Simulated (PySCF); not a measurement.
**Electronic absorption of acrylonitrile**

Species: acrylonitrile, C3H3N.
SMILES with atom numbers: `[CH2:1]=[CH:2][C:3]#[N:4]` (hydrogens: H5, H6 on C1; H7 on C2)

Geometry (PBE0-D3(BJ)/def2-TZVP, Å), atoms numbered from 1 in this order:
```xyz
7
C3H3N angstrom
C     -0.095    0.912   -0.512
C      0.364   -0.286   -0.163
C     -0.212   -1.053    0.889
N     -0.661   -1.693    1.735
H     -0.938    1.365   -0.006
H      0.370    1.466   -1.318
H      1.209   -0.739   -0.670
```

Computed, not measured: TDDFT CAM-B3LYP/aug-cc-pVTZ, vertical, gas phase, core orbitals frozen in the response (PySCF 2.14.0, density-fitted response routines). Isolated species at its PBE0-D3(BJ)/def2-TZVP geometry, gas phase.

**Question.** What does the calculation give for the low-lying excited states?

**Answer.** 

```json
{"state": "S1", "E (eV)": "6.37", "λ (nm)": "194.7", "ν̃ (cm⁻¹)": "51370", "f": "0.320", "symmetry": "A′", "main configurations (H = HOMO, L = LUMO)": "H→L (89%)"}
{"state": "S2", "E (eV)": "6.45", "λ (nm)": "192.4", "ν̃ (cm⁻¹)": "51990", "f": "0.0000", "symmetry": "–", "main configurations (H = HOMO, L = LUMO)": "H-1→L (91%)"}
{"state": "S3", "E (eV)": "6.94", "λ (nm)": "178.7", "ν̃ (cm⁻¹)": "55970", "f": "0.0084", "symmetry": "A″", "main configurations (H = HOMO, L = LUMO)": "H→L+1 (53%), H→L+4 (17%), H→L+6 (13%)"}
{"state": "S4", "E (eV)": "7.67", "λ (nm)": "161.7", "ν̃ (cm⁻¹)": "61830", "f": "0.0061", "symmetry": "A″", "main configurations (H = HOMO, L = LUMO)": "H→L+1 (30%), H→L+4 (15%), H→L+3 (14%)"}
{"state": "S5", "E (eV)": "7.74", "λ (nm)": "160.1", "ν̃ (cm⁻¹)": "62460", "f": "0.012", "symmetry": "A″", "main configurations (H = HOMO, L = LUMO)": "H-2→L (79%), H-4→L (15%)"}
{"state": "S6", "E (eV)": "7.96", "λ (nm)": "155.7", "ν̃ (cm⁻¹)": "64230", "f": "0.0011", "symmetry": "–", "main configurations (H = HOMO, L = LUMO)": "H→L+2 (80%)"}
{"state": "S7", "E (eV)": "8.18", "λ (nm)": "151.7", "ν̃ (cm⁻¹)": "65940", "f": "0.012", "symmetry": "A″", "main configurations (H = HOMO, L = LUMO)": "H→L+3 (64%)"}
{"state": "S8", "E (eV)": "8.23", "λ (nm)": "150.6", "ν̃ (cm⁻¹)": "66390", "f": "0.179", "symmetry": "A′", "main configurations (H = HOMO, L = LUMO)": "H-3→L (54%)"}
{"state": "S9", "E (eV)": "8.46", "λ (nm)": "146.6", "ν̃ (cm⁻¹)": "68210", "f": "0.0047", "symmetry": "A″", "main configurations (H = HOMO, L = LUMO)": "H-4→L (81%), H-2→L (12%)"}
{"state": "S10", "E (eV)": "8.75", "λ (nm)": "141.7", "ν̃ (cm⁻¹)": "70590", "f": "0.0083", "symmetry": "A′", "main configurations (H = HOMO, L = LUMO)": "H→L+5 (88%)"}
```

Triplets, Tamm–Dancoff:

```json
{"state": "T1", "E (eV)": "3.78", "λ (nm)": "327.8", "main configurations (H = HOMO, L = LUMO)": "H→L (92%)"}
{"state": "T2", "E (eV)": "6.04", "λ (nm)": "205.3", "main configurations (H = HOMO, L = LUMO)": "H-1→L (78%)"}
{"state": "T3", "E (eV)": "6.32", "λ (nm)": "196.1", "main configurations (H = HOMO, L = LUMO)": "H-3→L (51%)"}
{"state": "T4", "E (eV)": "6.73", "λ (nm)": "184.3", "main configurations (H = HOMO, L = LUMO)": "H→L+1 (36%), H→L+4 (19%), H→L+6 (14%)"}
```

The lowest singlet comes at 195 nm (615 kJ/mol) in the vacuum ultraviolet; it is strong; its leading configuration is HOMO→LUMO (89%). The lowest level is also the most intense of those listed (f = 0.320). Löwdin shares by element: HOMO carbon 65%, nitrogen 24%; LUMO carbon 70%, nitrogen 14% (atoms not listed hold the other 16%). Orbital energies (eV): HOMO-3 -12.53, HOMO-2 -12.06, HOMO-1 -11.22, HOMO -9.79, LUMO -0.65, LUMO+1 0.07, LUMO+2 0.54. Weighted by f, the mean energy of these states is 7.12 eV. Of the 10 states listed, 4 reach f = 0.01 and 1 stays under 0.0005. Symmetry labels in Cs follow from the direction of the transition dipole and are given only for states with f of 0.002 or more. Only the lowest 10 singlets were computed, as vertical energies without vibronic structure.
